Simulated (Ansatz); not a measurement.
Born–Oppenheimer molecular dynamics of H₄OSi (6 atoms, charge 0, multiplicity 1). It starts at the highest image of a converged band. Of that band: Neighbouring images differ by up to 1.3 eV, so the band resolves the path poorly. A vibrational analysis at the climbing image gives one clearly imaginary mode, 1092i cm⁻¹: a first-order saddle point.

The calculation used RKS PBE/def2-SVP (Ansatz).

```
ensemble                      : NVE (velocity Verlet)
time step                     : 0.5 fs
steps asked                   : 200
starting velocities drawn for : 300 K
seed                          : 4031
```

First frame:

```xyz
6
Properties=species:S:1:pos:R:3
Si 0.279 -0.048 -0.545
H 0.416 -0.107 1.173
H 1.385 0.181 0.496
O -0.736 1.281 -0.778
H -1.536 1.313 -0.223
H -0.453 -1.300 -0.125
```

(1) How far do the bonds stretch over the last three quarters of this one trajectory? (Pairs bonded in most of those frames.)

Answers

(1) 
```tsv
bond	mean (Å)	spread (Å)	shortest	longest
Si1–O4	1.700	0.054	1.62	1.79
Si1–H6	1.583	0.044	1.51	1.65
H2–H3	0.774	0.032	0.73	0.82
O4–H5	0.978	0.010	0.96	1.00
```

Mean temperature of the second half: 974 K. The conserved energy stayed within 0.15 meV per atom of its start (net change 0.079 meV per atom), so the integration is sound. The kinetic energy rose, since the run started high on the potential surface and went downhill. It ends in pieces (H2 + H2OSi), so much of that is their flight and rotation, not heat. A run of 0.1 ps of so small a system gives no equilibrium averages. The orbitals stay closed-shell, which can raise the energy where a bond breaks towards radicals; this wasn't checked here.

Run time: 2.3 min on 1 thread of Arm Neoverse V2, on a shared host, peak memory 0.078 GiB.
